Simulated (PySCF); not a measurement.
silicon monoxide cation (OSi), SMILES O=[Si] (connectivity only; charge and spin as stated), charge +1, multiplicity 2. Atoms are numbered in the order given.

```xyz
2

Si     0.0000     0.0000    -0.5558
O      0.0000     0.0000     0.9727
```
Charge +1, spin multiplicity 2.

Geometry: PBE-D3(BJ)/def2-TZVPD. The spin state was assumed, not searched.

Method: PBE-D3(BJ)/def2-TZVPD (PySCF).

Frequencies are harmonic and unscaled.

| mode | ν (cm⁻¹) | IR (km/mol) | moving atoms (share of kinetic energy) |
|---|---|---|---|
| 1 | 1148 | 5.0 | O 64 %, Si 36 % |
